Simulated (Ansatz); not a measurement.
`O/C=C\F`. Charge 0, multiplicity 1.

```csv
atom,x (Å),y (Å),z (Å)
O1,-0.448,0.220,-1.436
C2,-0.426,0.448,-0.107
C3,0.318,-0.203,0.774
F4,1.144,-1.188,0.358
H5,0.168,-0.494,-1.637
H6,-1.092,1.238,0.212
H7,0.337,-0.022,1.837
```

Task: What are the harmonic wavenumbers in cm⁻¹ at PBE0-D4/def2-TZVP (Ansatz, finite differences of forces, unscaled)? (Best estimate.)

Result: Computed: 234, 426, 547, 730, 769, 890, 1038, 1136, 1232, 1369, 1404, 1770, 3239, 3271, 3824.

Task: Is this a minimum?

Result: Yes, all 15 modes are real.

Task: Give the ideal-gas thermochemistry at 298.15 K and 1 bar (rigid rotor, harmonic oscillator; point group Cs, symmetry number 1).

Result: Zero-point energy 130.9 kJ/mol; H(298) − E = 144.2 kJ/mol; entropy 277.2 J/(mol·K), of which translation 160.3, rotation 99.6, vibration 17.3; G(298) − E = 61.6 kJ/mol.

Task: And at 400, 500, 600, 800 and 1000 K?

Result: 
```tsv
T (K)	H − E (kJ/mol)	S (J/mol/K)	G − E (kJ/mol)
400	151.5	298.0	32.3
500	159.9	316.7	1.5
600	169.3	333.8	-31.0
800	190.4	364.1	-100.9
1000	213.8	390.2	-176.4
```

Task: Rotational constants (cm⁻¹)?

Result: 0.6782, 0.2061, 0.1581.
